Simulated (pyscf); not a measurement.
A first-order saddle from PySCF, ωB97X-D3(BJ)/def2-SVP:

```xyz
7

C     -0.3875     0.5442    -0.1309
S      1.2077    -0.0406    -0.5771
H     -0.4593     1.1757     0.7707
H     -1.0398     0.9596    -0.9177
S     -1.2813    -1.0484     0.5132
H      0.1103    -1.3326     0.7123
H     -1.1799    -1.6765    -0.6782
```
Charge 0, spin multiplicity 1.

Surface: singlet, charge 0. Lowest wavenumbers (cm⁻¹): 839i, 284, 395, 491, 691.

### Question
Which two sides does it connect, and which bonds change?

### Answer
`[CH2]=[S]` + `[SH2]` ⇌ `[SH][CH2][SH]`, an addition across a multiple bond or ene-type step read from left to right: H–S broken and C–S, H–S formed. At CCSD(T)/def2-TZVPP + ΔMP2(QZVPP) it lies +27.5 kcal/mol from the left side and +49.4 kcal/mol from the right (each side as separated species at their lowest minima found). HS–CH₂–SH lies 6.2 kcal/mol over its isomer H₃C–S–SH, and others may lie lower still (electronic energy, ωB97M-D3(BJ)). This is the saddle that the search found; another between the same sides may lie lower. The CCSD(T) − MP2 part came from Ansatz, without density fitting, on the same reference.
